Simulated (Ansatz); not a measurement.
Elastic constant C11 (GPa) of 37 elemental solids other than molecular ones, computed with PBE in Ansatz (PAW) and with PBEsol in Ansatz (PAW). The set holds measured phases with no doubt noted on the run or the magnetic state but for the caveats below. 8 more of the class have both values but aren't in it, for one of these reasons: built or high-temperature cells, doubts on the run or the magnetic state, unlike cells, values of zero, layered or molecular crystals. Solids without a value at one level (not run, failed, or a magnetic order lost), or held back for tests, aren't counted.

Every twentieth of the way through the set, in order of the shift (worked out from unrounded values):

```csv
solid,PBE,PBEsol,shift (%)
bcc Li,15.5,15.3,-1.4
hcp Be,321,326,+1.3
hcp Zr,143,147,+2.5
fcc Ca,22.4,23.2,+3.2
hcp Mg,64.3,67.0,+4.2
hcp Hf,180,190,+5.4
hcp Sc,101,107,+5.8
bcc Rb,3.07,3.26,+6.3
bcc Cs,2.18,2.32,+6.4
hcp Re,608,654,+7.4
hcp Lu,91.3,99.1,+8.5
fcc Ir,584,646,+10.5
double-hcp La,49.6,56.2,+13.4
fcc Rh,412,471,+14.2
fcc Pt,306,357,+16.7
fcc Cu,178,211,+18.8
bcc Fe,275,330,+19.8
hcp Zn,177,215,+21
fcc Pd,199,243,+22
fcc Ag,111,145,+31
hcp Cd,83.9,127,+51
```

The shift from PBE to PBEsol has a median of +8.5 %, and eight in ten lie between +2.2 % and +23 %; PBEsol is the larger in 36 of 37. Each level is at its own cell, so the shift holds the change of volume too.

Ansatz's runs of these crystals have no spin polarisation, but for bcc Fe, hcp Co, fcc Ni.

Density-functional runs with spin start from parallel moments for bcc Fe, parallel moments for hcp Co, parallel moments for fcc Ni.

Spin–orbit coupling is left out, also for the solids with elements from indium on (fcc Pt, hcp Os, bcc Ba, white tin (β-Sn), double-hcp La, hcp Tl, fcc Ir, hcp Re, bcc Cs, hcp Hf and 3 more); its size isn't shown.

Each level is taken at its own relaxed cell. Ansatz's density-functional and Hartree–Fock values are scalar-relativistic unless marked +SOC, with PAW data made under PBE.

Ansatz is a program for electronic structure.
